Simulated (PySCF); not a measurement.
ammonia (H₃N), SMILES N.

Coordinates come from a PBE-D3(BJ)/def2-TZVPD optimisation.

Computed with PBE/def2-TZVPD (PySCF).

Gas-phase values at a fixed geometry.

Computed frontier levels, gap, dipole moment and polarisability:
```
Item                                                                                                            Value
---------------------------------------------------------------------------------------------  ----------------------
highest occupied level                                                                                       -6.17 eV
lowest empty level                                                                                           -0.34 eV
orbital gap                                                                                                   5.83 eV
dipole moment                                                                                                  1.49 D
quadrupole, principal values (traceless, Buckingham form, about the centre of nuclear charge)   -3.01, 1.51, 1.51 D·Å
mean static polarisability                                                                       14.9 bohr³ (2.21 Å³)
polarisability, principal values                                                               14.3, 14.3, 16.1 bohr³
```
